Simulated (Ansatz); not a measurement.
# SiBH₅ + CH₄: a complex and its separated parts

Aim: how far the complex at one end of a reaction step lies below its separated, relaxed parts, level by level.

Computed with Ansatz 0.2.0, Gaussian basis. Level: PBE0-D4/def2-TZVP structures, single points in def2-TZVPP, no counterpoise correction.

Levels: SPW92, PBE-D4, BLYP-D4, r2SCAN-D4, B97M-V, PBE0-D4, B3LYP-D4, r2SCAN0-D4, BHLYP-D4, CAM-B3LYP-D4, wB97X-V, wB97M-V, B2PLYP, PBE-QIDH, RPA on PBE, Hartree-Fock, MP2, CCSD, CCSD(T).

Correlated methods freeze the cores. B3LYP uses VWN-RPA correlation. B2PLYP carries no dispersion term here.

20 further runs of the same task are left out: 20 set aside as unsound or not needed.

### Step 1. Starting geometry

The complex: 12 atoms, charge 0, spin multiplicity 1.

Atoms are counted from 1 here; the program's logs count them from 0.

Bond lengths: B1–Si2 2.014 Å, B1–H3 1.195 Å, B1–H4 1.195 Å, Si2–H7 1.494 Å, Si2–H8 1.490 Å, Si2–H9 1.490 Å, H5–C6 1.107 Å, C6–H10 1.089 Å, C6–H11 1.086 Å, C6–H12 1.089 Å. Angles: Si2–B1–H3 120.3°, Si2–B1–H4 120.3°, H3–B1–H4 118.0°, B1–Si2–H7 106.1°, B1–Si2–H8 113.7°, B1–Si2–H9 113.7°, H7–Si2–H8 107.6°, H7–Si2–H9 107.6°, H8–Si2–H9 107.9°, H5–C6–H10 106.7°, H5–C6–H11 111.5°, H5–C6–H12 107.0°, H10–C6–H11 110.2°, H10–C6–H12 111.0°, H11–C6–H12 110.3°.

Geometry (Å):

| atom | x (Å) | y (Å) | z (Å) |
| --- | --- | --- | --- |
| B1 | -0.5576 | -0.8172 | 0.5122 |
| Si2 | 1.4150 | -0.9278 | 0.9017 |
| H3 | -1.0391 | -1.4798 | -0.3583 |
| H4 | -1.2972 | -0.2897 | 1.2891 |
| H5 | -0.1469 | 0.7108 | -0.5171 |
| C6 | -0.8811 | 1.3041 | -1.0949 |
| H7 | 1.5951 | -2.1135 | 1.7931 |
| H8 | 2.2529 | -1.1439 | -0.3109 |
| H9 | 1.9498 | 0.2621 | 1.6210 |
| H10 | -0.8029 | 2.3305 | -0.7397 |
| H11 | -1.8925 | 0.9336 | -0.9533 |
| H12 | -0.5956 | 1.2309 | -2.1429 |

Its parts: SiBH₅ holds atoms 1, 2, 3, 4, 7, 8, 9; CH₄ holds atoms 5, 6, 10, 11, 12. Each part counts its atoms afresh in its own runs.

### Step 2. Relaxing SiBH₅ alone

relax-a/in.yaml

```yaml
crystal:
  periodic: [false, false, false]
  atoms:
    - {symbol: B, position_ang: [-0.557610, -0.817172, 0.512197]}
    - {symbol: Si, position_ang: [1.414995, -0.927803, 0.901703]}
    - {symbol: H, position_ang: [-1.039051, -1.479847, -0.358296]}
    - {symbol: H, position_ang: [-1.297164, -0.289651, 1.289067]}
    - {symbol: H, position_ang: [1.595094, -2.113509, 1.793059]}
    - {symbol: H, position_ang: [2.252872, -1.143864, -0.310884]}
    - {symbol: H, position_ang: [1.949780, 0.262066, 1.620999]}
basis:
  gaussian: {orbitals: def2-TZVP}
hamiltonian: {xc: pbe0, dispersion: d4}
relax: {f_tol: 0.005, max_steps: 200}
```

The command line of these runs was not kept.

Further steps of the session: Relaxing CH₄ alone; wB97M-V/def2-TZVPP; CCSD(T)/def2-TZVPP; Vibrations of SiBH₅; Vibrations of CH₄.

**Question.** What will these runs give? Wanted: complex less parts, CCSD(T)/def2-TZVPP; with zero-point energy; largest T1 diagnostic.

The runs gave:

| quantity | value |
| --- | --- |
| complex less parts, CCSD(T)/def2-TZVPP | -3.8 kJ/mol |
| with zero-point energy | +1.8 kJ/mol |
| largest T1 diagnostic | 0.012 |

In words: At CCSD(T) the complex lies 3.8 kJ/mol below its parts. Among the functionals wB97X-V lands nearest to CCSD(T) (0.0 kJ/mol) and SPW92 farthest (-27.4 kJ/mol). Mean unsigned error by rung: LDA 27.4, GGA 6.4, meta-GGA 4.0, hybrid 3.6, range-separated hybrid 0.8, double hybrid 3.1 kJ/mol. PBE-D4 gives a relative energy 10.3 kJ/mol too low, an error of 271 % of the reference. No counterpoise was applied, and triple zeta lacks some correlation, so the CCSD(T) reference has a basis error of its own, and close matches with it are partly luck.
